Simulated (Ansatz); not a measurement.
Rutile TiO2 was calculated with LDA in Ansatz (plane waves, PAW).

Settings: plane-wave cutoff 520 eV, 8×8×12 k mesh (along the axes of the cell as run), Fermi–Dirac smearing 0.01 eV, no spin polarisation, scalar-relativistic PAW data made under PBE.

Energies at three volumes about the minimum:

```tsv
V (Å³/atom)	E − E_lowest (meV/atom)
9.856	3.16
10.058	0.00
10.259	2.92
```

Q: Fit a parabola by hand: where is the minimum, and what is the bulk modulus?

A: Slopes: (0.00 − 3.16)/(10.058 − 9.856) = -15.644 and (2.92 − 0.00)/(10.259 − 10.058) = 14.527 meV/Å³. Curvature E″ = 2 × (14.527 − (-15.644))/(10.259 − 9.856) = 149.732 meV/Å⁶. From the middle of the first interval, the slope vanishes at V0 = 9.9570 − (-15.644)/149.732 = 10.061 Å³/atom. B = V0 E″ = 10.061 × 149.732 meV/Å³ × 0.1602 GPa per meV/Å³ = 241 GPa. The full Birch–Murnaghan fit to all volumes gives V0 = 10.057 Å³/atom and B0 = 242 GPa.

Shape and atoms are relaxed at each volume.

Measured, for comparison: bulk modulus 212 ± 1 GPa (room temperature, not corrected to a static lattice, adiabatic, from measured elastic constants, sources range from 210 to 239; as tabulated in Elasticity of TiO2 rutile to 1800 K). Computed less measured: bulk modulus +14 % (+1.3 % to +15 % over the range).

Ansatz is a quantum-chemistry and plane-wave program.
